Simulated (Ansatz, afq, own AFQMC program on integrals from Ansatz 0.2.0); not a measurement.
# Atomization energy of HfCl₄, singlet, worked out

```csv
atom,x (Å),y (Å),z (Å)
Hf,0.0000,0.0000,0.0000
Cl,1.3378,1.3406,1.3390
Cl,-1.3411,-1.3370,1.3392
Cl,-1.3371,1.3376,-1.3425
Cl,1.3404,-1.3412,-1.3357
```

Connectivity, by distances: Cl–Hf(–Cl)(–Cl)–Cl.

Basis def2-SVP with its core potentials. Noble-gas cores (and the filled d shells of Ga–Kr and In–Xe) are frozen. Integrals, coupled cluster, full CI and functionals: Ansatz 0.2.0; the random walks run on the same integrals in our own AFQMC program. The CISD trial takes its coefficients from CCSD amplitudes. Released means that phaseless walkers are propagated on without the constraint, phases kept. ± is one standard error of the sampling. No spin–orbit coupling. The metal's outer-core s and p shells are frozen, which shifts wave-function levels against functionals.

Total energies in eV. CBS is CCSD(T) at the limit of def2-TZVPP/QZVPP (extrapolated itself); the highest rung of each member is named.

Cautions: no spin-orbit coupling; outer-core shells of the metal frozen; HfCl₄ (singlet): higher spins were not checked, the released value is read at 0.80 1/Eh with a noise of 13 meV, more than in the cases checked, later times being too noisy (meV from the phaseless value at times in 1/Eh: -17 ± 10 at 0.24, -12 ± 11 at 0.48, -17 ± 13 at 0.80, -50 ± 18 at 1.20), released reference can be 30 meV off for metals.

| member | count | CCSD(T)/def2-SVP | highest rung in def2-SVP | which | CCSD(T)/CBS |
| --- | --- | --- | --- | --- | --- |
| Hf (triplet) | +1 | -1290.0505 | -1290.0727 | FCI | -1290.8548 |
| Cl (doublet) | +4 | -12502.1624 | -12502.1710 | FCI | -12509.3582 |
| HfCl₄, singlet | -1 | -51318.4733 | -51318.5274 ± 0.0126 | released AFQMC | -51349.2213 |

Task: Work out the best estimate of the atomization energy: the CCSD(T)/CBS difference plus the step from CCSD(T) to the highest rung.

Result: Sums with the counts: CCSD(T)/CBS 20.9337 eV, highest rung 19.7707 eV, CCSD(T)/def2-SVP 19.7732 eV. The step is 19.7707 − 19.7732 = -0.0025 eV, so the best estimate is 20.9337 + (-0.0025) = 20.9312 eV, with sampling noise 0.013 eV. The step is under twice that noise, so its sign is open. The basis set is worth 1.161 eV of it. Zero-point, core-correlation and spin–orbit terms aren't in it. Past Ne the Hartree–Fock part of each CBS total tends to overshoot, since the cores don't follow the formula; that largely cancels in the difference.

Best estimates are given only where the step beyond CCSD(T) is under 0.3 eV and no member's determinant is very poor (T1 over 0.05, or 0.07 for open shells, ⟨S²⟩ too high by 0.3, two states mixed), so the hardest cases are missing from such tables.

Each member of a difference takes its own highest rung, so a best estimate needn't equal the limit plus the step of one row. A walk keeps the symmetry of its determinant, which the program's search chose and which needn't be the lowest solution, so a lower state of the same spin and another symmetry isn't excluded. Released energies are given only where the last usable release times agree within the noise; a slower fall can still hide under it. The exponents were fitted on light atoms, and def2 sets of heavy atoms don't grow evenly, so the limit is rough here.
